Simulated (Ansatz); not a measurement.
1T (CdI2-type) PtSe₂ was calculated with LDA in Ansatz (plane waves, PAW).

Numerical settings: plane-wave cutoff 520 eV, 12×12×8 k mesh (along the axes of the cell as run), Fermi–Dirac smearing 0.01 eV, scalar-relativistic PAW data made under PBE.

The cell is scaled about its equilibrium volume:

Shape and atoms are relaxed at each volume.

```tsv
V (Å³/atom)	P (GPa)	c (Å)	a (Å)
18.473	3.32	4.617	3.723
18.858	1.48	4.688	3.733
19.243	0.00	4.762	3.741
19.628	-1.14	4.841	3.748
20.013	-1.94	4.927	3.751
```

Note: the bulk modulus comes from volumes at which shape and atoms were relaxed.

Ansatz is an electronic-structure program.
